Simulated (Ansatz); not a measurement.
Ansatz (a first-principles code) input (PBE/def2-SVPD):

Ansatz 0.2 input:
```yaml
crystal:
  periodic: [false, false, false]
  atoms:
    - {symbol: H, position_ang: [0.00000000, 0.80267982, 1.69529329]}
    - {symbol: F, position_ang: [0.00000000, -0.04596666, 1.34034818]}
basis:
  gaussian:
    orbitals: def2-SVPD
    ghost_atoms:
      - {symbol: H, position_ang: [0.00000000, -0.12040787, -0.49082840]}
      - {symbol: F, position_ang: [0.00000000, 0.00976945, -1.40424978]}
hamiltonian:
  xc: {name: PBE}
magnetization: {spin_polarized: false}
```

Output:

```
Functional definition: PBE
integrals: 0.01 GiB planned
445 factors; their error is unknown
mean field: 0.11 GiB planned
mean field evaluation 1: about -2727.1154 eV, gradient 3.3e1 eV
mean field evaluation 2: about -2721.4025 eV, gradient 7.0e1 eV
mean field evaluation 4: about -2728.7619 eV, gradient 3.0e-1 eV
mean field evaluation 8: about -2728.7525 eV, gradient 9.1e-4 eV
mean field -2728.75253151 eV, -100.2798059179 hartree, gradient 6.1e-5 eV, S^2 0.000000; 0 other end points of the search recorded, 0 dependent functions left out
reference -2728.75255964 eV, -100.2798069518 hartree; 5, 5 occupied and 57, 57 virtual orbitals, 445 factors
Total energy: -2728.75255964 eV, -100.2798069518 hartree
```
